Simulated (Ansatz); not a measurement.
We consider rock-salt HfN, described by HSE06 in Ansatz (PAW).

Settings: plane-wave cutoff 500 eV, 10×10×10 k mesh, Fermi–Dirac smearing 0.05 eV, scalar-relativistic PAW data made under PBE.

Computed at the level's own relaxed cell.

**Question.** What does this level give for the equilibrium volume per atom and lattice constant a?

**Answer.** 
equilibrium volume per atom: 11.55 Å³/atom
lattice constant a: 4.521 Å

Measured, for comparison: equilibrium volume per atom 11.57 Å³/atom, lattice constant a 4.524 Å (room temperature, not corrected to a static lattice; as tabulated in Seo, Lee, Wen, Petrov, Greene, Gall, J. Appl. Phys. 96, 878 (2004)). Computed (rounded) less measured: equilibrium volume per atom -0.2 %, lattice constant a -0.1 %.

Note: exact exchange on metals is sensitive to the k mesh and can open a false gap; the run warned that the count of filled bands differs between k points.

Spin–orbit coupling is not included.

Static lattice: no zero-point or thermal effects.

Ansatz is a program for electronic structure.
